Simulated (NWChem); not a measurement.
System: NH2, doublet; SMILES [NH2]

```xyz
3

N      0.0000     0.0000     0.1667
H      0.8041     0.0000    -0.4718
H     -0.8041     0.0000    -0.4718
```
Atoms are numbered in this order, from 1.

All runs: NWChem. Spin-unrestricted. In the optimisation the excess spin sits in b2 (C2v, its own frame). Structure relaxed at the PBE0-D3(BJ)/def2-TZVP, spin-unrestricted level. No stability test was run on the SCF state. B3LYP is NWChem's, with the RPA form of VWN correlation. Level: B3LYP/def2-SVP with SMD (1 M gas to 1 M solution), gas-phase geometry. Reactions with the solvent are ignored.

Task: Predict the results for solvent acetone. Quantities: solvation free energy (kcal/mol); cavity-dispersion-structure term (kcal/mol); dipole in solution (D).

Result: 
| Quantity | Result |
|---|---|
| solvation free energy (kcal/mol) | -2.8 |
| cavity-dispersion-structure term (kcal/mol) | 1.9 |
| dipole in solution (D) | 2.21 |
